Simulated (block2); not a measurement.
# DMRG/STO-3G run of H2O2 (hydrogen peroxide), part 2 of 2

block2 0.5.4.

## Step 3: The distorted shape: the energy at DMRG/STO-3G

File dmrg.py:

```python
import numpy as np
from pyscf import cc, dft, gto, mcscf, mp, scf
from pyblock2._pyscf.ao2mo import integrals as itg
from pyblock2.driver.core import DMRGDriver, SymmetryTypes

mol = gto.M(atom="""
O
O 1 1.425554
H 1 1.737 2 101.08667
H 2 0.964981 1 101.08205 3 113.39132
""", basis="sto-3g", verbose=3, max_memory=2000)
print("basis functions = %d" % (mol.nao))
mf = scf.RHF(mol)
mf.conv_tol = 1e-10
mf.max_cycle = 200
mf.kernel()
if not mf.converged:
    mf = mf.newton().run(mf.mo_coeff, mf.mo_occ)
print("SCF energy = %.10f" % (mf.e_tot))
ref = mf
pt = mp.MP2(ref, frozen=2).run()
mycc = cc.CCSD(ref, frozen=2)
mycc.max_cycle = 150
mycc.kernel()
print(f"MP2 total energy = {pt.e_tot:.10f}")
if mycc.converged:
    print("E(CCSD) = %.10f" % (mycc.e_tot))
    print(f"CCSD(T) total energy = {mycc.e_tot + mycc.ccsd_t():.10f}")
    print(f"T1 = {mycc.get_t1_diagnostic():.4f}")
ks = dft.RKS(mol, xc="m06l").set(conv_tol=1e-9, verbose=3).run()
if ks.converged:
    print(f"E(M06-L) = {ks.e_tot:.8f}")
ks = dft.RKS(mol, xc="camb3lyp").set(conv_tol=1e-9, verbose=3).run()
if ks.converged:
    print(f"E(CAM-B3LYP) = {ks.e_tot:.8f}")
ks = dft.RKS(mol, xc="hse06").set(conv_tol=1e-9, verbose=3).run()
if ks.converged:
    print(f"E(HSE06) = {ks.e_tot:.8f}")
occ_no, mo = mcscf.addons.make_natural_orbitals(mp.MP2(mf, frozen=2).run())
mf.mo_coeff = mo
ncas, n_elec, spin, ecore, h1e, g2e, orb_sym = itg.get_rhf_integrals(mf, ncore=2, ncas=10, pg_symm=False, g2e_symm=1)
dmrg = DMRGDriver(scratch="./tmp", symm_type=SymmetryTypes.SU2, stack_mem=1500 << 20, n_threads=1)
idx = dmrg.orbital_reordering(h1e, g2e, method="fiedler")
print("orbital order:", idx.tolist())
h1e = h1e[np.ix_(idx, idx)]
g2e = g2e[np.ix_(idx, idx, idx, idx)]
orb_sym = np.array(orb_sym)[idx]
dmrg.initialize_system(n_sites=ncas, n_elec=n_elec, spin=spin, orb_sym=orb_sym)
mpo = dmrg.get_qc_mpo(h1e=h1e, g2e=g2e, ecore=ecore, iprint=0)
occs = np.array([1.8] * 7 + [0.2] * 3)[idx]
psi = dmrg.get_random_mps(tag="GS", bond_dim=12, nroots=1, occs=occs)
bond_dims = [12] * 3 + [25] * 3 + [50] * 3 + [100] * 4
noises = [0.001] * 3 + [0.0001] * 3 + [0.0001] * 3 + [1e-05] * 4 + [0]
thrds = [1e-09] * 13
e = dmrg.dmrg(mpo, psi, n_sweeps=19, tol=1e-06, bond_dims=bond_dims, noises=noises, thrds=thrds, iprint=1)
ms, dws, es = dmrg.get_dmrg_results()
print("DW = %.3e" % (dws[-1]))
print(f"final energy = {e:.10f}")
dm1 = dmrg.get_1pdm(psi)
print("NOONs =", np.round(np.linalg.eigvalsh(dm1)[::-1], 5).tolist())
c_act = mf.mo_coeff[:, 2:12][:, idx]
dm_ao = c_act @ dm1 @ c_act.T + 2 * mf.mo_coeff[:, :2] @ mf.mo_coeff[:, :2].T
print("dipole moment (debye) =", np.round(scf.hf.dip_moment(mol, dm_ao, verbose=0), 4).tolist())
print(f"largest bipartite entropy = {max(dmrg.get_bipartite_entanglement(psi)):.4f}")
ci = mcscf.CASCI(mf, 10, (7, 7))
ci.fix_spin_(ss=0)
ci.fcisolver.conv_tol = 1e-10
ci.fcisolver.max_cycle = 200
ci.kernel()
print(f"exact diagonalisation = {ci.e_tot:.10f}")
```

The run is started by

```sh
$ python dmrg.py
```

Standard output:

```text
basis functions = 12
converged SCF energy = -148.566507364476
SCF energy = -148.5665073645
E(RMP2) = -148.706087196577  E_corr = -0.139579832100624
E(SCS-RMP2) = -148.723521370981  E_corr = -0.157014006504716
E(CCSD) = -148.7726042753852  E_corr = -0.2060969109089536
MP2 total energy = -148.7060871966
E(CCSD) = -148.7726042754
CCSD(T) correction = -0.00350182136992779
CCSD(T) total energy = -148.7761060968
T1 = 0.0194
converged SCF energy = -149.313522205128
E(M06-L) = -149.31352221
converged SCF energy = -149.249971102182
E(CAM-B3LYP) = -149.24997110
converged SCF energy = -149.195615405576
E(HSE06) = -149.19561541
E(RMP2) = -148.706087196577  E_corr = -0.139579832100624
E(SCS-RMP2) = -148.723521370981  E_corr = -0.157014006504716
orbital order: [9, 4, 1, 5, 8, 3, 0, 2, 6, 7]

Sweep =    0 | Direction =  forward | Bond dimension =   12 | Noise =  1.00e-03 | Dav threshold =  1.00e-09
Time elapsed =      0.165 | E =    -148.7686395009 | DW = 1.23588e-04

Sweep =    1 | Direction = backward | Bond dimension =   12 | Noise =  1.00e-03 | Dav threshold =  1.00e-09
Time elapsed =      0.366 | E =    -148.7741171981 | DE = -5.48e-03 | DW = 3.74261e-04

Sweep =    2 | Direction =  forward | Bond dimension =   12 | Noise =  1.00e-03 | Dav threshold =  1.00e-09
Time elapsed =      0.629 | E =    -148.7747769269 | DE = -6.60e-04 | DW = 6.05709e-04

Sweep =    3 | Direction = backward | Bond dimension =   25 | Noise =  1.00e-04 | Dav threshold =  1.00e-09
Time elapsed =      0.941 | E =    -148.7769486860 | DE = -2.17e-03 | DW = 2.98964e-05

Sweep =    4 | Direction =  forward | Bond dimension =   25 | Noise =  1.00e-04 | Dav threshold =  1.00e-09
Time elapsed =      1.264 | E =    -148.7773517867 | DE = -4.03e-04 | DW = 5.13094e-05

Sweep =    5 | Direction = backward | Bond dimension =   25 | Noise =  1.00e-04 | Dav threshold =  1.00e-09
Time elapsed =      1.747 | E =    -148.7774954109 | DE = -1.44e-04 | DW = 5.81853e-05

Sweep =    6 | Direction =  forward | Bond dimension =   50 | Noise =  1.00e-04 | Dav threshold =  1.00e-09
Time elapsed =      2.270 | E =    -148.7776009816 | DE = -1.06e-04 | DW = 1.51449e-06

Sweep =    7 | Direction = backward | Bond dimension =   50 | Noise =  1.00e-04 | Dav threshold =  1.00e-09
Time elapsed =      2.902 | E =    -148.7776106227 | DE = -9.64e-06 | DW = 2.86815e-06

Sweep =    8 | Direction =  forward | Bond dimension =   50 | Noise =  1.00e-04 | Dav threshold =  1.00e-09
Time elapsed =      3.466 | E =    -148.7776116336 | DE = -1.01e-06 | DW = 3.07758e-06

Sweep =    9 | Direction = backward | Bond dimension =  100 | Noise =  1.00e-05 | Dav threshold =  1.00e-09
Time elapsed =      4.329 | E =    -148.7776193216 | DE = -7.69e-06 | DW = 5.80859e-09

Sweep =   10 | Direction =  forward | Bond dimension =  100 | Noise =  1.00e-05 | Dav threshold =  1.00e-09
Time elapsed =      5.268 | E =    -148.7776194231 | DE = -1.01e-07 | DW = 1.40181e-08

Sweep =   11 | Direction = backward | Bond dimension =  100 | Noise =  1.00e-05 | Dav threshold =  1.00e-09
Time elapsed =      6.131 | E =    -148.7776194431 | DE = -2.00e-08 | DW = 7.55393e-09

Sweep =   12 | Direction =  forward | Bond dimension =  100 | Noise =  1.00e-05 | Dav threshold =  1.00e-09
Time elapsed =      6.989 | E =    -148.7776194432 | DE = -4.85e-11 | DW = 1.40291e-08

Sweep =   13 | Direction = backward | Bond dimension =  100 | Noise =  0.00e+00 | Dav threshold =  1.00e-07
Time elapsed =      7.679 | E =    -148.7776194232 | DE = 2.00e-08 | DW = 4.99688e-20

DW = 4.997e-20
final energy = -148.7776194232
NOONs = [1.99847, 1.99795, 1.99604, 1.98593, 1.97307, 1.92813, 1.63226, 0.38135, 0.07783, 0.02898]
dipole moment (debye) = [0.4156, -1.2406, -0.3455]
largest bipartite entropy = 0.5792
CASCI E = -148.777619443190  E(CI) = -53.5304989061428  S^2 = 0.0000000
exact diagonalisation = -148.7776194432
```

Wall time 20 s (1 thread of Intel Xeon at 2.50GHz (Skylake/Cascade Lake), shared host); peak memory 0.31 GiB.

## Step 4: What came out

The summary covers parts 1 to 2.

Level: DMRG/STO-3G, 2 core orbitals frozen.

| quantity | value |
| --- | --- |
| run 1, DMRG/STO-3G: total energy | -148.86552 Eh |
| run 1, DMRG/STO-3G: T1 diagnostic of the CCSD step | 0.007 |
| distorted shape: total energy | -148.77762 Eh |
| distorted shape: dipole moment (of the density that the program reports) | 1.35 D |
| distorted shape: T1 diagnostic of the CCSD step | 0.019 |
| energy change with the O1–H3 bond stretched from 0.965 to 1.737 Å | 2.392 eV |

With the O1–H3 bond stretched from 0.965 to 1.737 Å the energy rises by 2.39 eV (231 kJ/mol). The first shape isn't relaxed at this level, so the change isn't measured from a minimum. The minimal basis adds a large error of its own.
